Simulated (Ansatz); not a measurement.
What does this script print? It uses Ansatz 0.2.0 through its Python package.

Script `run_scan.py`:
```python
import ansatz as az
import numpy as np

geometry_ang = [
    ("C", [-0.6895, 0.8629, 0.2825]),
    ("N", [0.6052, 0.4312, -0.0202]),
    ("C", [0.6124, -1.0148, -0.0409]),
    ("F", [-0.0327, -1.4384, -1.0728]),
    ("H", [-1.4595, 0.5535, -0.492]),
    ("H", [-1.0655, 0.6022, 1.2636]),
    ("H", [-0.7205, 2.0044, 0.2645]),
    ("H", [0.898, 0.7541, -0.9661]),
    ("H", [0.2646, -1.4375, 0.9415]),
    ("H", [1.6706, -1.3688, -0.157]),
]
mol = az.Crystal.molecule()
for symbol, xyz in geometry_ang:
    mol = mol.atom(symbol, xyz)

symbols = [site.symbol for site in mol.cartesian_sites]
start = np.array([site.position_ang for site in mol.cartesian_sites])
axis = (start[9] - start[2]) / np.linalg.norm(start[9] - start[2])
moving = [9]
lengths, energies = [0.987, 1.032, 1.077, 1.122, 1.167, 1.212, 1.256, 1.324], []
for length in lengths:
    xyz = start.copy()
    xyz[moving] += (length - np.linalg.norm(start[9] - start[2])) * axis
    point = az.Crystal.molecule()
    for symbol, place in zip(symbols, xyz):
        point = point.atom(symbol, place.tolist())
    setup = point.calculation()
    setup = setup.basis(gaussian="6-31G*").functional("r2SCAN", dispersion="d3bj")
    setup = setup.scf(lower_state_search="off")
    rep = setup.run(threads=1).report
    energies.append(rep["free_energy_ev"])
    print(f"r = {length:6.3f} A  E = {energies[-1]:.5f} eV  <S^2> = {abs(rep['mean_field']['state']['spin_squared']):.3f}")

fit = np.polynomial.Polynomial.fit(lengths, np.array(energies) - min(energies), 4).convert()
roots = [r.real for r in fit.deriv().roots() if abs(r.imag) < 1e-9 and fit.deriv(2)(r.real) > 0]
r_e = min(roots, key=lambda r: abs(r - lengths[int(np.argmin(energies))]))
print(f"minimum of the fit at {r_e:.4f} A, force constant {fit.deriv(2)(r_e):.2f} eV/A^2")
```

Output of `python run_scan.py`:
```text
DeckWarning: the engine holds no damping parameters fitted to this dispersion correction and functional, so the run takes those fitted to r2scan beside the three-body term, which d3bj leaves out (hamiltonian.dispersion, under Limitations)
r =  0.987 A  E = -6373.99179 eV  <S^2> = 0.000
r =  1.032 A  E = -6374.17165 eV  <S^2> = 0.000
r =  1.077 A  E = -6374.25573 eV  <S^2> = 0.000
r =  1.122 A  E = -6374.26611 eV  <S^2> = 0.000
r =  1.167 A  E = -6374.22019 eV  <S^2> = 0.000
r =  1.212 A  E = -6374.13166 eV  <S^2> = 0.000
r =  1.256 A  E = -6374.01428 eV  <S^2> = 0.000
r =  1.324 A  E = -6373.79111 eV  <S^2> = 0.000
minimum of the fit at 1.1063 A, force constant 30.66 eV/A^2
```
(Warnings from the package without file and line.)

Caveats:
- These settings explore the input space; basis and method may be short of convergence.
- The rest of the molecule is held rigid at a force-field or estimated start geometry, and the basis set is modest; single-reference methods fail as a bond breaks.
- The orbitals are restricted, so S² is zero by construction.
- A dispersion term here runs with damping parameters fitted for another variant or functional.
- Run time: 17 s on 1 thread of AMD EPYC 7R43 64-Core Processor (Zen 3) (shared host), peak memory 0.18 GiB.
